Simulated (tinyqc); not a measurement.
Worked calculation: UHF in the sto-3g basis, for OH-, spin multiplicity 1. The basis has no diffuse functions, so it cannot describe the extra electron: this is an exercise in the method, not the real anion. One step of it, computed by the program tinyqc.

Question. Iteration 2: diagonalisation and new density. Diagonalise F' = X^T F X, C = X C', fill 5 alpha and 5 beta electrons from the bottom; D(s) = C_occ C_occ^T; the new density keeps 0.3 of the old one (damping). Each column has its largest component positive (the first on a tie).

F(alpha) (hartree), lower triangle:
```
,1O 1s,1O 2s,1O 2px,1O 2py,1O 2pz,2H 1s
1O 1s,-19.169921
1O 2s,-4.928920,-1.695361
1O 2px,0.000572,0.037655,0.473184
1O 2py,0.000390,0.025641,0.094728,0.398575
1O 2pz,-0.009431,-0.068894,0.103710,0.070621,0.331672
2H 1s,-0.963539,-0.600250,-0.087816,-0.059798,-0.236403,0.023612
```

F(beta) (hartree), lower triangle:
```
,1O 1s,1O 2s,1O 2px,1O 2py,1O 2pz,2H 1s
1O 1s,-19.169921
1O 2s,-4.928920,-1.695361
1O 2px,-0.000572,-0.037655,0.473184
1O 2py,-0.000390,-0.025641,0.094728,0.398575
1O 2pz,-0.009431,-0.068894,-0.103710,-0.070621,0.331672
2H 1s,-0.963539,-0.600250,0.087816,0.059798,-0.236403,0.023612
```

X:
```
,1,2,3,4,5,6
1O 1s,0.277781,0.767097,0.000000,0.000000,0.594316,0.213874
1O 2s,-0.884506,-0.472741,0.000000,0.000000,0.374229,0.450596
1O 2px,0.000000,0.000000,-0.596499,0.802614,0.000000,0.000000
1O 2py,0.000000,0.000000,0.802614,0.596499,0.000000,0.000000
1O 2pz,-0.661136,0.564369,0.000000,0.000000,-0.586951,0.314975
2H 1s,1.047294,-0.246447,0.000000,0.000000,-0.212105,0.522667
```

D(alpha) after iteration 1, lower triangle:
```
,1O 1s,1O 2s,1O 2px,1O 2py,1O 2pz,2H 1s
1O 1s,1.060462
1O 2s,-0.262332,1.164173
1O 2px,0.027197,-0.192300,0.783629
1O 2py,0.018519,-0.130945,-0.147336,0.899673
1O 2pz,0.005248,-0.007160,-0.243534,-0.165833,0.855924
2H 1s,0.030319,-0.255837,0.433305,0.295055,-0.026113,0.596229
```

D(beta) after iteration 1, lower triangle:
```
,1O 1s,1O 2s,1O 2px,1O 2py,1O 2pz,2H 1s
1O 1s,1.060462
1O 2s,-0.262332,1.164173
1O 2px,-0.027197,0.192300,0.783629
1O 2py,-0.018519,0.130945,-0.147336,0.899673
1O 2pz,0.005248,-0.007160,0.243534,0.165833,0.855924
2H 1s,0.030319,-0.255837,-0.433305,-0.295055,-0.026113,0.596229
```

overlap S, lower triangle:
```
,1O 1s,1O 2s,1O 2px,1O 2py,1O 2pz,2H 1s
1O 1s,1.000000
1O 2s,0.236704,1.000000
1O 2px,0.000000,0.000000,1.000000
1O 2py,0.000000,0.000000,0.000000,1.000000
1O 2pz,0.000000,0.000000,0.000000,0.000000,1.000000
2H 1s,0.045493,0.428914,0.000000,0.000000,0.367526,1.000000
```

Give: F' = X^T F X; orbital energies; coefficients C; F' = X^T F X; orbital energies; coefficients C; D(alpha) after iteration 2; D(beta) after iteration 2.

Answer.

F' = X^T F X (alpha) (hartree), lower triangle:
```
,1,2,3,4,5,6
1,0.5891
2,-1.6359,-7.6585
3,0.0097,-0.0031,0.3344
4,-0.2341,0.0759,-0.0084,0.5373
5,-1.1936,-8.3238,0.0014,-0.0336,-8.7694
6,-0.5214,-4.1160,-0.0002,0.0047,-4.7187,-2.7286
```

orbital energies (alpha) (hartree): MO1 -19.1791, MO2 -0.5003, MO3 0.1233, MO4 0.3341, MO5 0.4293, MO6 1.0971

coefficients C (alpha):
```
,MO1,MO2,MO3,MO4,MO5,MO6
1O 1s,0.9942,-0.2418,0.1017,0.0000,0.0270,0.0814
1O 2s,0.0248,0.8939,-0.5125,0.0000,-0.1853,-0.5022
1O 2px,-0.0001,-0.0220,0.0159,-0.5628,0.7555,-0.3342
1O 2py,-0.0001,-0.0150,0.0108,0.8266,0.5144,-0.2276
1O 2pz,0.0027,0.0897,0.6220,0.0000,-0.3716,-0.8163
2H 1s,-0.0061,0.2273,0.5905,0.0000,0.4147,0.9505
```

F' = X^T F X (beta) (hartree), lower triangle:
```
,1,2,3,4,5,6
1,0.5891
2,-1.6359,-7.6585
3,-0.0097,0.0031,0.3344
4,0.2341,-0.0759,-0.0084,0.5373
5,-1.1936,-8.3238,-0.0014,0.0336,-8.7694
6,-0.5214,-4.1160,0.0002,-0.0047,-4.7187,-2.7286
```

orbital energies (beta) (hartree): MO1 -19.1791, MO2 -0.5003, MO3 0.1233, MO4 0.3341, MO5 0.4293, MO6 1.0971

coefficients C (beta):
```
,MO1,MO2,MO3,MO4,MO5,MO6
1O 1s,0.9942,-0.2418,0.1017,0.0000,-0.0270,0.0814
1O 2s,0.0248,0.8939,-0.5125,0.0000,0.1853,-0.5022
1O 2px,0.0001,0.0220,-0.0159,-0.5628,0.7555,0.3342
1O 2py,0.0001,0.0150,-0.0108,0.8266,0.5144,0.2276
1O 2pz,0.0027,0.0897,0.6220,0.0000,0.3716,-0.8163
2H 1s,-0.0061,0.2273,0.5905,0.0000,-0.4147,0.9505
```

D(alpha) after iteration 2, lower triangle:
```
,1O 1s,1O 2s,1O 2px,1O 2py,1O 2pz,2H 1s
1O 1s,1.0587
1O 2s,-0.2528,1.1170
1O 2px,0.0272,-0.1752,0.8569
1O 2py,0.0185,-0.1193,-0.0975,0.9336
1O 2pz,0.0256,-0.1209,-0.2640,-0.1798,0.6299
2H 1s,0.0163,-0.2002,0.3524,0.2399,0.1556,0.5795
```

D(beta) after iteration 2, lower triangle:
```
,1O 1s,1O 2s,1O 2px,1O 2py,1O 2pz,2H 1s
1O 1s,1.0587
1O 2s,-0.2528,1.1170
1O 2px,-0.0272,0.1752,0.8569
1O 2py,-0.0185,0.1193,-0.0975,0.9336
1O 2pz,0.0256,-0.1209,0.2640,0.1798,0.6299
2H 1s,0.0163,-0.2002,-0.3524,-0.2399,0.1556,0.5795
```
